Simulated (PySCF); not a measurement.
Molecule: `CCCC(N)=O`, C₄H₉NO.

Numbering as in the mapped SMILES `[CH3:1][CH2:2][CH2:3][C:4]([NH2:5])=[O:6]`; H(Xn) means a hydrogen on atom n. Ha(N5) is cis to the C=O or C=S heteroatom; Hb(N5) is trans to the C=O or C=S heteroatom.

Geometry PBE0-D3(BJ)/def2-SVP throughout; GIAO in PySCF 2.14.0 with density-fitted response routines, gas phase, one conformer, non-relativistic; equivalent atoms averaged; basis pcSseg-1.

Problem. How do the shifts δ (against TMS, H2O at the same level) depend on the functional? (a selection of nuclei; ppm; last column core-seconds on shared hosts with different chips, so compare them loosely; the GGAs took longer than the global hybrids here, which isn't the general rule, and the cause wasn't traced)

Solution. 
```
functional                    kind     C4    C3    C1     O6  Ha(N5)  Hb(N5)  H(C3)  H(C2)  H(C1)  core-s
        HF            Hartree–Fock  178.8  34.2  15.1  407.2    4.54    4.48   1.58   1.55   0.96     5.8
       LDA                     LDA  172.5  39.7  14.1  442.2    4.18    4.50   1.91   1.52   0.90      17
       PBE                     GGA  166.8  38.4  15.8  423.7    4.14    4.44   1.85   1.52   0.92      20
      BLYP                     GGA  168.4  39.2  16.6  427.3    4.10    4.38   1.84   1.55   0.95      20
      BP86                     GGA  167.3  38.4  15.9  419.6    4.15    4.43   1.85   1.52   0.93      20
      OPBE                     GGA  159.5  36.3  15.9  404.6    4.23    4.56   1.84   1.53   0.91      21
       KT2                     GGA  159.6  36.6  15.6  395.2    4.15    4.35   1.81   1.51   0.93      19
       KT3                     GGA  157.4  36.3  16.4  392.0    4.18    4.41   1.80   1.54   0.93      20
     B97-D                     GGA  163.6  37.6  16.5  406.5    4.18    4.43   1.85   1.55   0.95      19
     B3LYP           global hybrid  172.7  38.3  16.0  430.6    4.25    4.39   1.77   1.54   0.94      14
      PBE0           global hybrid  171.7  37.4  15.3  425.8    4.30    4.46   1.75   1.52   0.92      13
  mPW1PW91           global hybrid  172.0  37.2  15.4  426.3    4.31    4.45   1.75   1.51   0.91      14
      WP04           global hybrid  173.3  38.2  16.9  411.8    4.41    4.56   1.72   1.54   0.90      14
     B97-2           global hybrid  168.5  36.9  15.9  413.3    4.28    4.45   1.75   1.53   0.93      12
 BHandHLYP           global hybrid  176.9  37.0  15.5  427.6    4.38    4.43   1.68   1.55   0.94      15
 CAM-B3LYP  range-separated hybrid  176.7  38.1  15.1  433.7    4.28    4.37   1.73   1.53   0.93      18
   wB97X-D  range-separated hybrid  173.7  37.4  15.3  421.8    4.32    4.43   1.71   1.50   0.92      17
   LC-wPBE  range-separated hybrid  178.2  36.7  14.3  427.4    4.29    4.38   1.68   1.46   0.89      23
```

Problem. Which nucleus among those listed moves most, in ppm?

Solution. O6 (amide-type carbonyl oxygen): from 392.0 ppm with KT3 to 442.2 ppm with LDA. The smallest spread is 0.08 ppm, at H(C1). Proton shifts span only some 12 ppm, so a few tenths of a ppm matter as much there as several ppm in carbon.
